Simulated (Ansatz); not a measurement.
A nudged elastic band was laid between two geometries of H5NSi (7 atoms, charge 0, multiplicity 1).

The calculation used RKS BLYP-D4/def2-SVP (Ansatz).

```
movable images  : 5
climbing image  : yes
spring          : 5.0 eV/Å²
optimiser       : quadratic models (default)
start path      : through a guess of the saddle point
force threshold : 0.5 eV/Å
iteration limit : 60
end points      : relaxed
```

Image 0:

```xyz
7
Properties=species:S:1:pos:R:3
Si 0.170 0.065 0.109
H 0.158 0.062 1.622
H 1.609 0.112 -0.316
N -0.667 1.377 -0.696
H -1.689 1.406 -0.626
H -0.292 2.325 -0.585
H -0.466 -1.218 -0.340
```

Image 6:

```xyz
7
Properties=species:S:1:pos:R:3
Si 0.082 0.145 -1.194
H 1.196 -0.463 1.763
H 1.788 -0.196 1.353
N -0.940 1.514 -0.863
H -1.792 1.528 -0.291
H -0.728 2.446 -1.231
H -0.783 -0.844 -0.369
```

What changes between the two ends?

Bonds broken: Si1–H2, Si1–H3. Bonds formed: H2–H3. H5NSi becomes H2 + H3NSi.

What energy profile does the band end with?

The run converged. The highest image is number 3 of 0 to 6, 59.8 kcal/mol above the first end and 25.4 kcal/mol above the last; the last end lies 34.4 kcal/mol above the first. The threshold of 0.5 eV/Å is loose, so the images may lie well off the minimum-energy path. Neighbouring images differ by up to 1.2 eV, so the band resolves the path poorly. The order of the stationary point at the top wasn't checked. The orbitals stay closed-shell, which can raise the energy where a bond breaks towards radicals; this wasn't checked here.

| image | path coordinate (Å) | energy (kcal/mol) | Si1–H2 (Å) | Si1–H3 (Å) | H2–H3 (Å) |
| --- | --- | --- | --- | --- | --- |
| 0 | 0.00 | 0.0 | 1.51 | 1.50 | 2.42 |
| 1 | 0.51 | 4.1 | 1.50 | 1.49 | 2.20 |
| 2 | 1.03 | 31.2 | 1.57 | 1.46 | 1.68 |
| 3 | 1.55 | 59.8 | 1.89 | 1.52 | 1.23 |
| 4 | 2.14 | 39.0 | 2.34 | 1.95 | 0.80 |
| 5 | 2.72 | 35.0 | 2.91 | 2.51 | 0.77 |
| 6 | 3.31 | 34.4 | 3.22 | 3.08 | 0.77 |

What is the geometry of the highest image?


```xyz
7
Properties=species:S:1:pos:R:3
Si 0.300 0.106 -0.411
H 0.643 -0.221 1.417
H 1.474 0.044 0.555
N -0.756 1.486 -0.607
H -1.766 1.403 -0.455
H -0.493 2.397 -0.987
H -0.579 -1.085 -0.343
```

The band took 5 iterations and about 30 core-seconds.

Time of the run: 33 s on 1 thread of Arm Neoverse V1, with other jobs on the host, peak memory 0.097 GiB.
